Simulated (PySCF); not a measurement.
Na(Cl) anion (ClNa), SMILES [Na][Cl] (connectivity only; charge and spin as stated), charge -1, multiplicity 2.

Geometry optimised at PBE-D3(BJ)/def2-TZVPD. The spin state was assumed, not searched.

Two levels are set side by side: PBE/def2-TZVPD (PySCF) and PBE0/def2-TZVPD (PySCF). Same geometry, gas phase. Differences are taken from unrounded values.

```tsv
quantity	PBE
α-spin orbital gap (eV)	1.06
β-spin orbital gap (eV)	3.60
mean polarisability (bohr³)	385.3
```

Question: These are the PBE values. What does PBE0 give? (Estimate from the structure and the level; the computed values follow.)

Answer: 
```tsv
quantity	PBE0	PBE minus PBE0
α-spin orbital gap (eV)	1.76	-0.70
β-spin orbital gap (eV)	5.44	-1.84
mean polarisability (bohr³)	371.1	14.2
```

Loosely held outer electrons make PBE densities more polarisable. Differences between two approximate levels are no errors against the true value.

Rough cost on one machine, each run with all the roots and properties that it gave: PBE0 against PBE within a factor of 2.
